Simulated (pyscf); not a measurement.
PySCF, gas phase, ωB97X-D3(BJ)/def2-SVP geometries.

For the elementary gas-phase step H₃C–Si(CH₃)(OH)–O–SiH₂–OH + hydrogen (H₂) → H₃C–Si(CH₃)(OH)–OH + silanol (HO–SiH₃) (singlet surface; O–Si, H–H broken, H–O, H–Si formed), what barrier and reaction energy does ωB97M-D3(BJ)/def2-TZVP give, measured from the separated reactants?

ΔE‡ = 55.5 kcal/mol, ΔE = +28.7 kcal/mol. Zero-point energy shifts the barrier by +1.8 kcal/mol. It is a four-centre exchange, with an imaginary mode of 1241i cm⁻¹. On the product side the descent ends in a complex (not fully relaxed), 5.4 kcal/mol under the separated species and 31.5 kcal/mol under the saddle at ωB97X-D3(BJ)/def2-TZVP. One saddle was located; it need not be the lowest between these sides.
